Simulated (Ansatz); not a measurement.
A nudged elastic band was laid between two geometries of F2H2Si (5 atoms, charge 0, multiplicity 1).

Theory: RKS B3LYP-D4/def2-SVP (Ansatz 0.2.0).

```
movable images  : 7
climbing image  : yes
spring          : 5.0 eV/Å²
optimiser       : quadratic models (default)
start path      : through a guess of the saddle point
force threshold : 0.05 eV/Å
iteration limit : 60
end points      : relaxed
```

First end point:

```xyz
5
Properties=species:S:1:pos:R:3
Si 0.260 -0.022 0.131
F 0.311 -0.002 1.745
H 1.645 0.041 -0.386
F -0.531 1.302 -0.350
H -0.503 -1.213 -0.303
```

Last end point:

```xyz
5
Properties=species:S:1:pos:R:3
Si 0.215 -0.538 -0.844
F 1.203 -0.098 1.168
H 0.826 0.758 1.041
F -0.103 1.088 -0.510
H -0.959 -1.104 -0.019
```

Q: What changes between the two ends?

A: Bonds broken: Si1–F2, Si1–H3. Bonds formed: F2–H3. F2H2Si becomes FH + FHSi.

Q: Give the energies along the band, and the barrier.

A: It converged. The highest image is number 3 of 0 to 8, 3.69 eV above the first end and 0.62 eV above the last; the last end lies 3.07 eV above the first. Neighbouring images differ by up to 1.8 eV, so the band resolves the path poorly. A vibrational analysis at the climbing image gives one clearly imaginary mode, 1215i cm⁻¹: a first-order saddle point. The orbitals stay closed-shell, which can raise the energy where a bond breaks towards radicals; this wasn't checked here.

```json
{"image": "0", "path coordinate (Å)": "0.00", "energy (eV)": "0.00", "Si1–F2 (Å)": "1.62", "Si1–H3 (Å)": "1.48", "F2–H3 (Å)": "2.51"}
{"image": "1", "path coordinate (Å)": "0.45", "energy (eV)": "0.49", "Si1–F2 (Å)": "1.62", "Si1–H3 (Å)": "1.47", "F2–H3 (Å)": "2.09"}
{"image": "2", "path coordinate (Å)": "0.89", "energy (eV)": "2.27", "Si1–F2 (Å)": "1.72", "Si1–H3 (Å)": "1.50", "F2–H3 (Å)": "1.61"}
{"image": "3", "path coordinate (Å)": "1.34", "energy (eV)": "3.69", "Si1–F2 (Å)": "1.96", "Si1–H3 (Å)": "1.67", "F2–H3 (Å)": "1.16"}
{"image": "4", "path coordinate (Å)": "1.80", "energy (eV)": "3.29", "Si1–F2 (Å)": "2.24", "Si1–H3 (Å)": "2.20", "F2–H3 (Å)": "0.95"}
{"image": "5", "path coordinate (Å)": "2.26", "energy (eV)": "3.21", "Si1–F2 (Å)": "2.31", "Si1–H3 (Å)": "2.70", "F2–H3 (Å)": "0.93"}
{"image": "6", "path coordinate (Å)": "2.72", "energy (eV)": "3.20", "Si1–F2 (Å)": "2.33", "Si1–H3 (Å)": "2.75", "F2–H3 (Å)": "0.93"}
{"image": "7", "path coordinate (Å)": "3.18", "energy (eV)": "3.13", "Si1–F2 (Å)": "2.34", "Si1–H3 (Å)": "2.65", "F2–H3 (Å)": "0.93"}
{"image": "8", "path coordinate (Å)": "3.64", "energy (eV)": "3.07", "Si1–F2 (Å)": "2.28", "Si1–H3 (Å)": "2.37", "F2–H3 (Å)": "0.94"}
```

Q: What is the geometry of the highest image?

A: 
```xyz
5
Properties=species:S:1:pos:R:3
Si 0.199 -0.054 -0.394
F 0.921 0.020 1.424
H 1.612 0.050 0.492
F -0.755 1.267 -0.433
H -0.795 -1.177 -0.252
```

The band took 13 iterations and of the order of 90 core-seconds.

Time of the run: 94 s on 1 thread of Arm Neoverse V2, on a shared host, peak memory 0.1 GiB.
